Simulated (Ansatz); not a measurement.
`FC(Cl)(Cl)Cl`. The species carries charge 0 and has multiplicity 1. Geometry: relaxed with PBE0-D4/def2-TZVP.

```xyz
5

F    -0.620    0.259   -1.230
C    -0.030    0.013   -0.060
Cl    1.450    0.961    0.030
Cl    0.335   -1.706    0.030
Cl   -1.134    0.474    1.230
```

**Question.** What is the dipole moment at r2SCAN/def2-TZVPP? (Estimate.)

**Answer.** The calculation gave: 0.29 D, with components (0.13, -0.05, 0.26) D in this frame, pointing from negative to positive charge.

**Question.** And with PBE, B3LYP, ωB97M-V? (Estimate.)

**Answer.** Computed: PBE 0.29 D, B3LYP 0.39 D, ωB97M-V 0.40 D.

**Question.** Give the Mulliken charges with r2SCAN, ωB97M-V, B3LYP in def2-TZVPP. (Best estimate.)

**Answer.** Computed: 
```csv
atom,r2SCAN,ωB97M-V,B3LYP
F1,-0.12,-0.11,-0.13
C2,0.26,0.13,0.24
Cl3,-0.05,0.00,-0.04
Cl4,-0.05,0.00,-0.04
Cl5,-0.05,0.00,-0.04
```

B3LYP here is the variant with VWN-RPA as its local correlation; programs differ in this.
